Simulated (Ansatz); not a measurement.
One change: `OCCCS` becomes `OCCCO`.

Ansatz, PBE0-D4/def2-TZVP geometries, multiplicity 1. Each molecule was computed in one conformer, which needn't be the lowest.

```tsv
property	`OCCCS`
HOMO–LUMO gap (PBE0/def2-TZVPP) / eV	7.25
size of the dipole moment (B3LYP/def2-TZVPP) / D	0.56
HOMO energy (ωB97M-V/def2-TZVPP) / eV	-9.10
size of the dipole moment (PBE/def2-TZVPP) / D	0.58
LUMO energy (PBE/def2-TZVPP) / eV	-0.52
HOMO–LUMO gap (ωB97M-V/def2-TZVPP) / eV	11.20
```

Question: What does the change do to each property? (An estimate is asked.)

Answer: Ansatz gave: 
| property | `OCCCO` | shift |
| --- | --- | --- |
| HOMO–LUMO gap (PBE0/def2-TZVPP) / eV | 8.39 | 1.14 |
| size of the dipole moment (B3LYP/def2-TZVPP) / D | 2.29 | 1.73 |
| HOMO energy (ωB97M-V/def2-TZVPP) / eV | -9.99 | -0.89 |
| size of the dipole moment (PBE/def2-TZVPP) / D | 2.22 | 1.64 |
| LUMO energy (PBE/def2-TZVPP) / eV | -0.01 | 0.51 |
| HOMO–LUMO gap (ωB97M-V/def2-TZVPP) / eV | 12.23 | 1.03 |

With PBE0 the HOMO falls by 0.71 eV and the LUMO rises by 0.43 eV, so the gap widens by about 1.14 eV. PBE moves the HOMO by -0.35 eV and ωB97M-V by -0.89 eV. Dipoles are sizes alone; their direction can turn.

B3LYP here is the variant with VWN-RPA as its local correlation; programs differ in this.
